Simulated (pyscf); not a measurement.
Four-centre exchange: H₃C–AlH–CH₃ + water (H₂O) -> methane (CH₄) + H₃C–AlH–OH

Gas phase, singlet surface, charge 0. Bonds broken: C1–Al2, O11–H12. Bonds formed: C1–H12, Al2–O11. Structures and frequencies: ωB97X-D3(BJ)/def2-SVP in PySCF.

Transition state (Å):

```xyz
13

C     -1.6201     0.7293     0.9692
Al     0.0675    -0.5573     0.7089
C      0.0041    -1.3870    -1.0551
H     -2.1550    -0.2181     1.1897
H     -1.8798     1.3803     1.8204
H     -2.0807     1.1367     0.0554
H      0.3623    -1.3438     2.0615
H     -0.2150    -0.6452    -1.8416
H      0.9621    -1.8700    -1.3148
H     -0.7728    -2.1693    -1.1115
O      0.9483     1.1245     0.7396
H     -0.2291     1.2221     0.9305
H      1.4851     1.3864     1.4980
```

One imaginary mode, 1330i cm⁻¹; descent along it reached the two sides named, in the forms told below.

| bond | change | reactant side (Å) | saddle | product side |
|---|---|---|---|---|
| C1–Al2 | breaks | 1.981 | 2.138 | 2.9 |
| O11–H12 | breaks | 0.968 | 1.197 | 2.559 |
| C1–H12 | forms | 2.8 | 1.476 | 1.102 |
| Al2–O11 | forms | 2.058 | 1.899 | 1.719 |

Electronic energies relative to the separated reactants (kcal/mol):

```
level                   barrier  reaction energy  reverse barrier
----------------------  -------  ---------------  ---------------
ωB97X-D3(BJ)/def2-TZVP     -4.2            -36.4             32.2
PBE/def2-TZVP              -6.5            -36.0             29.5
r²SCAN/def2-TZVP           -8.0            -38.1             30.1
B3LYP-D3(BJ)/def2-TZVP     -3.6            -38.1             34.4
PBE0-D3(BJ)/def2-TZVP      -5.9            -35.5             29.6
M06-2X/def2-TZVP           -5.1            -38.0             32.9
ωB97M-D3(BJ)/def2-TZVP     -3.5            -37.0             33.5
HF/def2-TZVP               11.2            -39.9             51.0
```

With ωB97M-D3(BJ)/def2-TZVP energies and thermal terms (ideal gas, 1 atm, RRHO with modes under 100 cm⁻¹ raised to 100, one conformer, R ln 2 for chiral ones without a mode under 150 cm⁻¹), in kcal/mol:

```csv
T (K),ΔH‡,ΔG‡,ΔH,ΔG
298,-4.6,6.6,-36.3,-34.9
600,-4.6,18.1,-36.7,-33.3
900,-4.0,29.3,-37.0,-31.5
1200,-3.2,40.2,-37.1,-29.6
```

On the reactant side the descent ends in an adduct with a Al–O contact, 20.5 kcal/mol under the separated species and 16.3 kcal/mol under the saddle at ωB97X-D3(BJ)/def2-TZVP. At ωB97X-D3(BJ)/def2-TZVP, PBE, r²SCAN, B3LYP-D3(BJ), PBE0-D3(BJ), M06-2X, ωB97M-D3(BJ) the saddle lies under the separated reactants, which points to a path from their complex (located at ωB97X-D3(BJ) alone). What is counted as formed (Al–O) is already present as a longer contact in the reactant adduct; forming that adduct is a step of its own. At the saddle there is also a short Al–H contact that neither side keeps. This is the saddle that the search found; another between the same sides may lie lower.
